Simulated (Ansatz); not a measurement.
Input file:

```yaml
crystal:
  periodic: [false, false, false]
  atoms:
    - {symbol: Si, position_ang: [0.000000, 0.037213, 0.672296]}
    - {symbol: C, position_ang: [0.000000, -0.137075, -1.387343]}
    - {symbol: H, position_ang: [0.000000, 0.596497, -2.201320]}
basis:
  gaussian: {orbitals: 6-31G}
magnetization: {spin_polarized: false, initial_magnetization: 3}
correlation: {method: bccd_t, electrons: outside_noble_gas}
```

```sh
$ ansatz run in.yaml --threads 1 --pin off --events-out ev --progress --plain --max-ram 2560MiB --backend cpu
```

Problem. Roughly how long does this take on 1 thread of AMD EPYC 7R13, shared host, and how much host memory?

Solution. 1.1 s wall and 0.1 GiB.

```
299 factors; integrals over basis functions are off by at most 2.8e-4 eV
mean field evaluation 1: about -8901.4773 eV, gradient 8.2e0 eV
mean field evaluation 2: about -8901.4781 eV, gradient 8.2e0 eV
mean field evaluation 4: about -8902.5154 eV, gradient 2.1e0 eV
mean field evaluation 8: about -8902.6011 eV, gradient 1.2e-1 eV
mean field evaluation 16: about -8902.5639 eV, gradient 1.0e0 eV
mean field evaluation 32: about -8902.3112 eV, gradient 7.1e-2 eV
mean field evaluation 64: about -8902.6000 eV, gradient 1.8e-1 eV
mean field evaluation 96: about -8902.3112 eV, gradient 9.1e-7 eV
mean field evaluation 128: about -8898.8838 eV, gradient 5.0e0 eV
mean field evaluation 160: about -8896.9802 eV, gradient 1.8e1 eV
...
cycle   2  -2.90119430 eV  change    1.9e-3 eV  update   2.7e-3
cycle   3  -2.89904271 eV  change    2.2e-3 eV  update   1.6e-3
cycle   4  -2.89862326 eV  change    4.2e-4 eV  update   7.3e-4
cycle   5  -2.89862311 eV  change    1.4e-7 eV  update   3.7e-4
cycle   6  -2.89855552 eV  change    6.8e-5 eV  update   1.7e-4
cycle   7  -2.89856008 eV  change   -4.6e-6 eV  update   8.6e-5
cycle   8  -2.89856231 eV  change   -2.2e-6 eV  update   4.6e-5
cycle   9  -2.89856810 eV  change   -5.8e-6 eV  update   2.3e-5
cycle  10  -2.89857323 eV  change   -5.1e-6 eV  update   1.0e-5
cycle  11  -2.89857515 eV  change   -1.9e-6 eV  update   3.9e-6
perturbative correction -0.07305842 eV, -0.0026848473 hartree
Total energy: -8905.57302722 eV, -327.2737723361 hartree
```

For the same geometry and basis full CI lies 30.6 meV lower.
